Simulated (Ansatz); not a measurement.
Ansatz (an electronic-structure program) input (B3LYP/6-31G*):

Ansatz 0.2 input:
```yaml
crystal:
  periodic: [false, false, false]
  atoms:
    - {symbol: Be, position_ang: [-0.00000000, -0.00000000, -0.26476696]}
    - {symbol: H, position_ang: [0.00000000, 0.00000000, 1.05906782]}
basis:
  gaussian:
    orbitals: 6-31G*
hamiltonian:
  xc: {name: B3LYP}
total_charge: 1
phonons: {temperatures: {t_min: 298.15, t_max: 298.15, t_step: 100}}
```

### Question
Which harmonic wavenumbers does it give?

### Answer
2224 cm⁻¹ (unscaled; negative means imaginary).
